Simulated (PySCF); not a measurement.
Molecule: Cyanoethynyl Anion (SMILES [C-]#CC#N).

Atoms are numbered as in `[C-:1]#[C:2][C:3]#[N:4]`.

Spin–spin couplings on one PBE0-D3(BJ)/def2-SVP geometry, PySCF 2.14, gas phase, non-relativistic, equivalent pairs averaged; isotopes ¹³C, ¹⁵N; basis pcJ-1.

How do the couplings (Hz) change with the functional? Times are CPU seconds on shared hosts with different chips, so compare them loosely.

Answers


```tsv
functional	functions	¹J(C2,C3)	¹J(C1,C2)	¹J(C3,N4)	²J(C2,N4)	³J(C1,N4)	core-s
LDA	108	106.8	30.9	-11.5	3.6	-9.5	3.5
PBE	108	114.5	36.2	-13.4	4.6	-10.3	5.3
KT2	108	96.9	17.7	-6.4	6.5	-9.9	5.5
B3LYP	108	132.9	53.9	-21.6	4.9	-11.9	5.9
PBE0	108	127.3	49.7	-20.6	5.5	-12.0	4.3
B97-2	108	125.1	53.0	-19.7	5.4	-11.7	4.1
BHandHLYP	108	154.5	75.3	-34.5	8.4	-15.8	4.3
CAM-B3LYP	108	135.5	58.5	-24.2	5.0	-12.9	5.1
``` Left out for a near triplet instability: HF/pcJ-1.
